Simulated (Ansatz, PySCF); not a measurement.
Molecule: cyanoethylene, C3H3N, net charge 0, singlet state. 
Structure (B3LYP-D3(BJ)/def2-TZVP (Ansatz, an electronic-structure program) minimum search):
```xyz
7

C     -0.1624    -1.6316     0.0047
C      0.5687    -0.5193    -0.0022
C     -0.0050     0.7858    -0.0018
H     -1.2435    -1.6002     0.0112
H      0.3125    -2.6029     0.0041
H      1.6516    -0.5573    -0.0087
N     -0.4469     1.8501    -0.0016
```
Charge 0, spin multiplicity 1.

Dipole moments at this geometry, in debye (magnitudes).

| level | program | dipole (D) |
|---|---|---|
| SVWN5/def2-TZVPD | PySCF | 3.97 |
| PBE/def2-TZVPD | Ansatz | 3.90 |
| BLYP/def2-TZVPD | Ansatz | 3.91 |
| revPBE/def2-TZVPD | Ansatz | 3.88 |
| B97M-V/def2-TZVPD | Ansatz | 3.94 |
| B3LYP/def2-TZVPD | Ansatz | 4.02 |
| PBE0/def2-TZVPD | Ansatz | 4.03 |
| BHLYP/def2-TZVPD | Ansatz | 4.17 |
| TPSSh/def2-TZVPD | PySCF | 3.98 |
| r2SCAN0/def2-TZVPD | Ansatz | 4.11 |
| HSE06/def2-TZVPD | Ansatz | 4.03 |
| CAM-B3LYP/def2-TZVPD | Ansatz | ___ |
| CCSD(T)/aug-cc-pVDZ | Ansatz | ___ |

### Question
Some entries are withheld; supply them.

### Answer

- CAM-B3LYP/def2-TZVPD, dipole (D): 4.09
- CCSD(T)/aug-cc-pVDZ, dipole (D): 3.87

Measured: 3.87 D (NIST CCCBDB, as tabulated in the package chemicals), a vibrational average. This is an older compilation, not checked against later work.
